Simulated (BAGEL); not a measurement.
**CH4Si (SMILES C[SiH]) at PBE0/aug-cc-pVDZ (density fitting with cc-pvtz-jkfit)**

Aim: the energy difference between two shapes of CH4Si at PBE0/aug-cc-pVDZ (density fitting with cc-pvtz-jkfit), from 2 runs. 

The calculation is run with BAGEL 1.2.2.

4 further runs of the same task are left out: 4 set aside as unsound or not needed.

### 1 The structure to begin with

CH4Si: 6 atoms, total charge 0, spin state singlet. SMILES: `C[SiH]`. The coordinates come from a PBE0-D4/def2-TZVP relaxation.

Bond lengths: C1–Si2 1.892 Å, C1–H3 1.098 Å, C1–H4 1.091 Å, C1–H5 1.098 Å, Si2–H6 1.531 Å. Angles: C1–Si2–H6 94.2°, Si2–C1–H3 109.7°, Si2–C1–H4 113.8°, Si2–C1–H5 109.5°, H3–C1–H4 109.0°, H3–C1–H5 105.5°, H4–C1–H5 109.0°.

### 2 Energy and gradient at PBE0/aug-cc-pVDZ (density fitting with cc-pvtz-jkfit)

File input.json:

```json
{ "bagel": [

{
  "title": "molecule",
  "basis": "aug-cc-pvdz.json",
  "df_basis": "cc-pvtz-jkfit",
  "angstrom": false,
  "geometry": [
    { "atom": "C", "xyz": [ -0.17668939, -0.69163976, -0.69976558 ] },
    { "atom": "Si", "xyz": [  1.73344577,  0.39646454,  2.12083963 ] },
    { "atom": "H", "xyz": [ -2.18622415, -0.77497668, -0.19313001 ] },
    { "atom": "H", "xyz": [  0.40629112, -2.52391821, -1.44186103 ] },
    { "atom": "H", "xyz": [ -0.04535343,  0.72187538, -2.21249135 ] },
    { "atom": "H", "xyz": [  0.26871905,  2.87238371,  2.42640834 ] }
  ]
},
{
  "title": "force",
  "method": [
    {
      "title": "ks",
      "xc_func": "pbe0"
    }
  ]
}

]}
```

The basis set aug-cc-pVDZ is read from a file made from the Basis Set Exchange's data (not shown).

Command:

```
$ BAGEL_NUM_THREADS=1 BAGEL input.json > input.out
```

Log:

```text
* using 1 threads per process

  ===============================================================
  ===============================================================

  *** Geometry ***

  { "atom" : "C", "xyz" : [     -0.176689,     -0.691640,     -0.699766 ] },
  { "atom" : "Si", "xyz" : [      1.733446,      0.396465,      2.120840 ] },
  { "atom" : "H", "xyz" : [     -2.186224,     -0.774977,     -0.193130 ] },
  { "atom" : "H", "xyz" : [      0.406291,     -2.523918,     -1.441861 ] },
  { "atom" : "H", "xyz" : [     -0.045353,      0.721875,     -2.212491 ] },
  { "atom" : "H", "xyz" : [      0.268719,      2.872384,      2.426408 ] },

  Number of auxiliary basis functions:      320

  Since a DF basis is specified, we compute 2- and 3-index integrals:
    o Being stored without compression. Storage requirement is 0.019 GB

  Number of basis functions:       86
  Number of electrons      :       24

    * METHOD: MOLECULE                             0.13

  The gradients will be computed analytically.

  *** Kohn-Sham DFT ***

    * Removing 9143 points whose weight is below 1.00e-10
    * Grid points: 80293

  === Nuclear Repulsion ===
    48.6036937310

       - DIIS with orbital gradients will be used.

  === KS iteration (pbe0 / aug-cc-pvdz.json) ===
      0       -318.30596715          0.06500902           0.25
      1       -321.22732901          0.10802743           0.25
      2       -318.82414863          0.10544296           0.25
      3       -327.48540045          0.07096703           0.24
      4       -329.60617199          0.02343929           0.25
      5       -329.75799251          0.00309348           0.24
      6       -329.76162786          0.00079611           0.24
      7       -329.76179798          0.00018422           0.24
      8       -329.76181608          0.00005844           0.24
      9       -329.76181728          0.00000844           0.25
     10       -329.76181729          0.00000176           0.24
     11       -329.76181729          0.00000064           0.24
     12       -329.76181729          0.00000009           0.25
     13       -329.76181729          0.00000002           0.24
     14       -329.76181729          0.00000001           0.25
    * SCF iteration converged.

    * Permanent dipole moment:
           (    0.310608,     0.047803,     0.362404) a.u.

  * Nuclear energy gradient

    o Atom   0
        x         -0.0000274160
        y          0.0009201805
        z          0.0006752552
    o Atom   1
        x         -0.0047883238
        y          0.0013186946
        z         -0.0040556341
    o Atom   2
        x          0.0041416038
        y          0.0000418386
        z         -0.0008499120
    o Atom   3
        x         -0.0011006811
        y          0.0038576465
        z          0.0016936577
    o Atom   4
        x         -0.0000352476
        y         -0.0028722110
        z          0.0030614623
    o Atom   5
        x          0.0018091305
        y         -0.0032751122
        z         -0.0005291273
  * Gradient computed with                              2.52

    * METHOD: FORCE                                6.62

  ===============================================================
```

It took 7.2 s on 1 thread of Intel Xeon Platinum 8488C (Sapphire Rapids), shared host; peak memory 0.72 GiB.

### 3 The distorted shape

File input.json:

```json
{ "bagel" : [

{
  "title" : "molecule",
  "basis" : "aug-cc-pvdz.json",
  "df_basis" : "cc-pvtz-jkfit",
  "angstrom" : "false",
  "geometry" : [
    { "atom" : "C", "xyz" : [    -0.23089997,    -0.64197209,    -0.71930913 ] },
    { "atom" : "Si", "xyz" : [     1.76929577,     0.39883048,     2.17580609 ] },
    { "atom" : "H", "xyz" : [    -2.14615818,    -0.81107234,    -0.20275816 ] },
    { "atom" : "H", "xyz" : [     0.45648791,    -2.55464327,    -1.41949046 ] },
    { "atom" : "H", "xyz" : [    -0.06650513,     0.73567227,    -2.24649886 ] },
    { "atom" : "H", "xyz" : [     0.25366172,     2.84954448,     2.43760875 ] }
  ]
},

{
  "title" : "force",
  "method" : [
    {
      "title" : "ks",
      "xc_func" : "pbe0"
    }
  ]
}

]}
```

The basis set aug-cc-pVDZ is read from a file made from the Basis Set Exchange's data (not shown).

Command:

```
$ BAGEL_NUM_THREADS=1 BAGEL input.json > input.out
```

Log:

```text
* using 1 threads per process

  ===============================================================
  ===============================================================

  *** Geometry ***

  { "atom" : "C", "xyz" : [     -0.230900,     -0.641972,     -0.719309 ] },
  { "atom" : "Si", "xyz" : [      1.769296,      0.398830,      2.175806 ] },
  { "atom" : "H", "xyz" : [     -2.146158,     -0.811072,     -0.202758 ] },
  { "atom" : "H", "xyz" : [      0.456488,     -2.554643,     -1.419490 ] },
  { "atom" : "H", "xyz" : [     -0.066505,      0.735672,     -2.246499 ] },
  { "atom" : "H", "xyz" : [      0.253662,      2.849544,      2.437609 ] },

  Number of auxiliary basis functions:      320

  Since a DF basis is specified, we compute 2- and 3-index integrals:
    o Being stored without compression. Storage requirement is 0.019 GB

  Number of basis functions:       86
  Number of electrons      :       24

    * METHOD: MOLECULE                             0.09

  The gradients will be computed analytically.

  *** Kohn-Sham DFT ***

    * Removing 9069 points whose weight is below 1.00e-10
    * Grid points: 80367

  === Nuclear Repulsion ===
    47.9096696705

       - DIIS with orbital gradients will be used.

  === KS iteration (pbe0 / aug-cc-pvdz.json) ===
      0       -318.36223413          0.06326976           0.28
      1       -321.35964116          0.10709127           0.25
      2       -318.53207158          0.10752995           0.25
      3       -327.56916633          0.06940871           0.25
      4       -329.52657467          0.02904186           0.24
      5       -329.75280326          0.00374924           0.24
      6       -329.75810406          0.00127514           0.25
      7       -329.75852202          0.00038770           0.25
      8       -329.75856178          0.00006579           0.25
      9       -329.75856334          0.00001669           0.25
     10       -329.75856345          0.00000330           0.25
     11       -329.75856345          0.00000106           0.24
     12       -329.75856345          0.00000019           0.25
     13       -329.75856345          0.00000016           0.24
     14       -329.75856345          0.00000002           0.25
     15       -329.75856345          0.00000001           0.25
    * SCF iteration converged.

    * Permanent dipole moment:
           (    0.245869,     0.039130,     0.282176) a.u.

  * Nuclear energy gradient

    o Atom   0
        x         -0.0501898252
        y          0.0267951517
        z          0.0032377816
    o Atom   1
        x          0.0056201562
        y          0.0018293751
        z          0.0079528542
    o Atom   2
        x          0.0348706854
        y          0.0008535233
        z         -0.0081799056
    o Atom   3
        x          0.0087402104
        y         -0.0205296305
        z         -0.0043963041
    o Atom   4
        x          0.0007270105
        y         -0.0046238559
        z          0.0044546044
    o Atom   5
        x          0.0002374565
        y         -0.0043339455
        z         -0.0030640721
  * Gradient computed with                              2.54

    * METHOD: FORCE                                6.93

  ===============================================================
```

Run time: 7.5 s. Hardware: 1 thread of Intel Xeon Platinum 8488C (Sapphire Rapids), shared host; peak memory 0.72 GiB.

### 4 Summary of results

At PBE0/aug-cc-pVDZ (density fitting with cc-pvtz-jkfit):

| quantity | value |
| --- | --- |
| first shape: total energy | -329.76182 Eh |
| first shape: dipole moment | 1.22 D |
| first shape: largest force on an atom | 0.330 eV/Å |
| distorted shape: total energy | -329.75856 Eh |
| distorted shape: dipole moment | 0.96 D |
| distorted shape: largest force on an atom | 2.930 eV/Å |
| energy change with the atoms displaced | 0.089 eV |

What this shows: With the atoms displaced the energy rises by 0.09 eV (8.5 kJ/mol). The first shape isn't relaxed at this level, so the change isn't measured from a minimum. The largest force (first shape) is 0.33 eV/Å: the shape isn't a stationary point for this species at this level.
